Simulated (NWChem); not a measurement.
# Total energies of OS

```
O
S 1 1.5018
```
Charge 0, spin multiplicity 3.

All runs are NWChem calculations. The geometry was optimised at UPBE0/def2-SVP, a minimum by its harmonic frequencies.

Basis set: cc-pVQZ (114 functions).

| method | total energy (Ha) | relative cost |
|---|---|---|
| UHF | -472.41391 | 1 |
| UMP2 | -472.82165 | under 3 |
| UB2PLYP | -473.26265 | under 3 |
| UPBE | -473.18213 | under 3 |
| UB3LYP | -473.43983 | under 3 |
| UM06-2X | -473.36958 | under 3 |

Total energies of different functionals aren't comparable as a measure of quality: only differences taken within one method are. The cost column gives rough processor time relative to UHF; each entry includes its own SCF.

The correlated methods keep 6 core orbitals frozen. B3LYP has NWChem's definition, with VWN1-RPA local correlation. The structure started from a generated list of species. The unpaired electrons of the parent sit in orbitals of symmetry b1 and b2 (C2v labels of the run); other states weren't searched. The stability of the SCF solutions was not checked. Open-shell Hartree-Fock references start from PBE0 orbitals; any time given for them includes that run.
